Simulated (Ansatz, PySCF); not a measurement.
Species: F, charge -1, multiplicity 1.

Total electronic energies in hartree. Correlated levels leave the core frozen unless marked. Spin-orbit coupling is left out. Non-relativistic unless marked X2C. CBS marks a two-point X^-3 extrapolation of the correlation energy; Hartree-Fock from the larger set.

| level | program | energy (Eh) |
|---|---|---|
| HF/6-31G* | Ansatz | -99.35048 |
| HF/def2-SVPD | Ansatz | -99.34026 |
| HF/aug-cc-pVTZ | Ansatz | -99.45081 |
| HF/def2-TZVPD | PySCF | -99.45582 |
| BLYP/def2-TZVPD | Ansatz | -99.89776 |
| PBE0/STO-3G | Ansatz | -97.87100 |
| BHLYP/def2-TZVPD | Ansatz | -99.85212 |
| LC-wPBE/def2-TZVPD | Ansatz | -99.84551 |
| B2GP-PLYP/def2-TZVPD | Ansatz | -99.82904 |
| MP2/STO-3G | Ansatz | -97.61331 |
| MP2/aug-cc-pVDZ | Ansatz | -99.66595 |
| MP2/aug-cc-pVTZ | Ansatz | -99.74588 |
| MP2/cc-pV5Z | Ansatz | -99.77453 |
| RI-MP2/CBS(def2-TZVPPD,def2-QZVPPD) | Ansatz | -99.7885 |
| SCS-MP2/aug-cc-pVTZ | Ansatz | -99.73705 |
| SCS-MP2/def2-TZVPPD | Ansatz | -99.73407 |
| CCSD/def2-SVPD | Ansatz | -99.56505 |
| CCSD/def2-QZVPPD | Ansatz | -99.76295 |
| CCSD/cc-pV5Z | Ansatz | -99.76638 |
| CCSD(T)/def2-SVPD | Ansatz | -99.57075 |
| CCSD(T)/def2-QZVPP | Ansatz | -99.76404 |
| X2C-CCSD(T)/cc-pVTZ-DK | Ansatz | -99.78492 |
| CCSD(T)/CBS(aug-cc-pVTZ,aug-cc-pVQZ) | Ansatz | -99.7923 |

Totals of different functionals don't rank their quality; only differences between species are comparable.

Ansatz is a first-principles code.
